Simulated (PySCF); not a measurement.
What does the BHandHLYP/def2-TZVP structure of nitrosomethane (`CN=O`) look like in three dimensions?

```
atom  x, y, z in Å
C1    -0.4201   -0.0481   -0.0625
N2     0.9578   -0.4329    0.2353
O3     1.7305    0.4597    0.1924
H4    -1.0202   -0.3307    0.7956
H5    -0.7441   -0.6547   -0.9011
H6    -0.5001    1.0101   -0.2774
```

Orientation and origin are arbitrary. Atoms count from 1 in this order. N2 (nitroso nitrogen) is bent (angle 114.2°).

Bonds between heavy atoms (Å): C1–N2 1.461, N2=O3 1.181.

The calculation used PySCF, BHandHLYP/def2-TZVP geometry optimisation, gas phase.

Point group: Cs (every atom within 0.08 Å of its image). Not checked by BHandHLYP/def2-TZVP frequencies.

Hardware: an Intel Xeon Platinum 8488C with one thread, shared host with 192 logical CPUs at a one-minute load of 18. Cost: 14 s, 0.43 GiB resident at most. These figures are those of the optimisation.

---

Q: Write a Z-matrix for [GaCl4]- (`[Cl][Ga-]([Cl])([Cl])[Cl]`) as optimised with PBE0-D3(BJ)/def2-SVP. (Charge -1.)

A: 
Z-matrix in Å and degrees, rows numbered from 1:
```
Ga
Cl  1  2.2053
Cl  1  2.2041  2  109.55
Cl  1  2.2053  2  109.98  3  -120.14
Cl  1  2.2032  2  109.87  3   119.62
```

Ga1 (gallium bonded to 4 Cl) is tetrahedral (angles from 108.9° to 110.0°). All 4 Cl–Ga bonds measure 2.203 to 2.205 Å.

Method used: PySCF 2.14.0, PBE0-D3(BJ)/def2-SVP geometry optimisation, gas phase.

Point group: Td (tolerance 0.08 Å). Whether it is a minimum is left open (no frequencies). The geometry's basis has no diffuse functions, a weakness for an anion.

---

Problem. Give a GFN2-xTB geometry of InChI=1S/C2F4/c3-1(4)2(5)6.

Solution. 
```xyz
6
C2F4 angstrom
F     -1.6074   -0.5967    0.4658
C     -0.6296   -0.0248   -0.2126
F     -1.0490    0.4908   -1.3533
C      0.6309    0.0257    0.2051
F      1.0495   -0.4906    1.3462
F      1.6088    0.5976   -0.4728
```

Orientation and origin are arbitrary. Atoms count from 1 in this order. The 6 heavy atoms lie in one plane (0.000 Å rms). All 4 C–F bonds measure 1.320 to 1.321 Å.

Bonds between heavy atoms (Å): F1–C2 1.320, C2–F3 1.320, C2=C4 1.329, C4–F5 1.321, C4–F6 1.320.

The geometry is computed with GFN2-xTB (gas phase).

Point group: D2h (tolerance 0.08 Å). Whether it is a minimum is left open (no frequencies).
